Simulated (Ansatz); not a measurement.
Correlation energies of C4H3F (`C#C/C=C/F`) by basis set

Cartesian coordinates in Å:
```
C 0.3907 -1.7779 1.1326
C 0.3421 -0.6969 0.6077
C 0.3149 0.5842 0.0118
C -0.5802 0.9154 -0.9116
F -0.5900 2.1255 -1.4605
H 0.4292 -2.7361 1.5941
H 1.0513 1.3197 0.3212
H -1.3582 0.2661 -1.2953
```

Charge 0, multiplicity 1. The geometry is a stationary point of PBE0-D4/def2-TZVP. Frozen core, restricted reference, the Gaussian-basis code of Ansatz. CBS rows extrapolate triple and quadruple zeta; past MP2 they add the triple-zeta difference.

```tsv
basis	HF (Eh)	MP2 corr.	CCSD corr.	(T)	CCSD(T) total
def2-SVP	?	?	-0.71901	-0.02599	?
def2-TZVPP	-252.66318	?	-0.87788	-0.04049	?
def2-QZVPP	-252.67390	?	–	–	–
CBS(def2)	-252.67538	-0.96969	-0.98873	as TZ	-253.70460
```

Fill in the withheld values. (An estimate is asked.)

The calculation gave: def2-SVP HF (Eh): -252.36376; def2-SVP MP2 corr.: -0.68891; def2-SVP CCSD(T) total: -253.10876; def2-TZVPP MP2 corr.: -0.85885; def2-TZVPP CCSD(T) total: -253.58155; def2-QZVPP MP2 corr.: -0.92252.
